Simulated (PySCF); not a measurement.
## Static response to an electric field

Species: C3H4ClFO.
Structure used (GFN2-xTB), in Å, numbered top down from 1:
```xyz
10
C3H4ClFO angstrom
F     -0.5705    0.5583    1.6990
C     -0.3666    0.5028    0.3556
Cl    -1.1741    1.9026   -0.3665
C      1.0827    0.2583   -0.0631
O      0.7142   -0.9797   -0.6709
C     -0.6535   -0.8569   -0.2809
H      1.7641    0.1225    0.7810
H      1.4976    0.9683   -0.7805
H     -0.9529   -1.6232    0.4393
H     -1.3320   -0.8481   -1.1355
```

Level: CAM-B3LYP/def2-SVPD (PySCF), static field, nuclei fixed, core orbitals frozen in the response. The polarisability tensor in these axes (au):

```
x   53.30 -2.93  1.46
y   -2.93 56.47 -1.50
z    1.46 -1.50 47.64
```

**Question.** Diagonalise the tensor; give its mean and Δα, where Δα² is half the sum of the squared differences of the eigenvalues.

**Answer.** Principal values 47.21, 51.60 and 58.59 au; mean 52.47 au = 7.77 Å³ = 8.65 × 10⁻⁴⁰ C²·m²/J; Δα = 9.94 au (19 % of the mean).

**Question.** What is the dipole moment, and where does it point?

**Answer.** (0.20, -0.28, -0.18) D, 0.38 D in size, pointing from the negative to the positive side. Measured along this direction, the outermost atoms are Cl3 at the negative end and O5 at the positive end.

**Question.** What molar refraction does this α imply?

**Answer.** Lorentz–Lorenz: R = (4π/3)N_A α = 2.5225 cm³/(mol·Å³) × 7.77 Å³ = 19.6 cm³/mol, in the limit of long wavelengths.

**Question.** Refractivity n − 1 of an ideal gas of it at 500 K and 1 atm, from the electronic α?

**Answer.** N = p/kT = 1.4678 × 10¹⁹ cm⁻³, so n − 1 = 2π × N × 7.77 × 10⁻²⁴ cm³ = 717 × 10⁻⁶ at long wavelengths, for an ideal gas.

**Question.** How large is μ²/3kT at 298 K beside α?

**Answer.** In Gaussian units μ²/3kT = 1.19 Å³ against 7.77 Å³, a ratio of 0.15; the Debye molar polarisation (4π/3)N_A(α + μ²/3kT) is 22.6 cm³/mol, leaving out the vibrational part.

**Question.** Rayleigh depolarisation ratio (linearly polarised light, static tensor)?

**Answer.** ρ = 3Δα²/(45ᾱ² + 4Δα²) = 296.6/(123874 + 395.4) = 0.00239.

**Question.** Find the Langevin capture rate constant for O2+ (31.990 u) meeting this molecule (109.993 u), k = 2.342 × 10⁻⁹ cm³/s × √(α in Å³ / reduced mass in u).

**Answer.** The reduced mass is 24.78 u, so k = 1.31 × 10⁻⁹ cm³/s. The formula leaves out the permanent dipole, which adds to the capture rate.

Isolated species at its GFN2-xTB geometry, gas phase.

These values come from a run that also computed excited states. The run took 39 s wall on an Arm Neoverse N1 with one thread, shared host with 64 logical CPUs at a one-minute load of 60, and the process peaked at 0.72 GiB of memory.
